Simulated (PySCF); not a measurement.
Molecule: SMILES c1cc[nH]c1, C4H5N.

Geometry:
```
atom   x (Å)   y (Å)   z (Å)
  C1   0.028  -1.187   0.139
  C2  -1.114  -0.399  -0.173
  C3  -0.698   0.914  -0.239
  N4   0.644   0.939   0.020
  C5   1.100  -0.327   0.252
  H6   0.061  -2.267   0.268
  H7  -2.130  -0.753  -0.331
  H8  -1.251   1.827  -0.451
  H9   1.214   1.773   0.039
 H10   2.146  -0.520   0.477
```

Geometry PBE0-D3(BJ)/def2-SVP throughout; GIAO in PySCF, gas phase, one conformer, non-relativistic; equivalent atoms averaged; basis pcSseg-2.

(1) How do the shifts δ (against TMS, NH3 at the same level) depend on the functional? (ppm; last column core-seconds on shared hosts with different chips, so compare them loosely; the GGAs took longer than the global hybrids here, which isn't the general rule, and the cause wasn't traced)

(2) Which nucleus moves most, in ppm?

Results:

(1) 
```
functional                    kind  C3/C5  C1/C2     N4    H9  H8/H10  H6/H7  core-s
        HF            Hartree–Fock  126.8  116.2  154.0  7.78    6.99   6.54      18
       LDA                     LDA  124.4  120.4  182.6  7.93    6.77   6.55      46
       PBE                     GGA  119.7  115.2  173.5  7.83    6.73   6.46      56
      BLYP                     GGA  120.0  115.4  174.1  7.77    6.70   6.42      59
      BP86                     GGA  119.6  115.1  171.8  7.79    6.71   6.44      51
      OPBE                     GGA  115.6  111.0  165.8  7.86    6.76   6.47      54
       KT2                     GGA  113.1  107.2  163.9  7.83    6.73   6.39      53
       KT3                     GGA  111.9  106.2  161.2  7.81    6.72   6.37      62
     B97-D                     GGA  116.6  111.9  166.6  7.77    6.70   6.40      51
     B3LYP           global hybrid  122.9  117.4  171.6  7.81    6.77   6.48      35
      PBE0           global hybrid  122.9  117.2  169.9  7.87    6.82   6.53      31
  mPW1PW91           global hybrid  123.2  117.5  169.5  7.84    6.80   6.51      39
      WP04           global hybrid  123.5  118.2  162.9  7.61    6.55   6.25      23
     B97-2           global hybrid  120.4  114.7  165.9  7.82    6.78   6.48      25
 BHandHLYP           global hybrid  125.8  118.5  166.7  7.84    6.87   6.53      22
 CAM-B3LYP  range-separated hybrid  126.7  120.2  171.8  7.84    6.85   6.56      34
   wB97X-D  range-separated hybrid  125.2  118.9  168.7  7.83    6.84   6.55      32
   LC-wPBE  range-separated hybrid  130.1  123.2  168.0  7.80    6.90   6.61      40
```

(2) N4 (pyrrole-type ring nitrogen): from 154.0 ppm with HF to 182.6 ppm with LDA. The smallest spread is 0.32 ppm, at H9. Proton shifts span only some 12 ppm, so a few tenths of a ppm matter as much there as several ppm in carbon.
